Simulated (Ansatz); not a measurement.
System: molecular fluorine, F₂, net charge 0, singlet state. SMILES: FF
Geometry: optimised at B3LYP-D3(BJ)/def2-TZVP (Ansatz, an electronic-structure program).

Parts of the frozen-core correlation energy in cc-pVDZ (Ansatz, hartree). Frozen orbitals: 2; correlated occupied orbitals by spin: 7 and 7; virtual: 19 and 19. No spin-orbit coupling. Non-relativistic. The restricted reference is unstable.

```
term                            value
-------------------------  ----------
reference (HF)             -198.68699
MP2 opposite-spin            -0.29107
MP2 same-spin                     [?]
CCSD correlation                  [?]
(T)                               [?]
CCSDT minus CCSD(T)          -0.00027
CCSDT(Q) minus CCSD(T)       -0.00191
T1 diagnostic                   0.009
largest doubles amplitude       0.179
```

**Question.** What belongs in the gaps?

**Answer.** 
- MP2 same-spin, value: -0.10116
- CCSD correlation, value: -0.40098
- (T), value: -0.00870
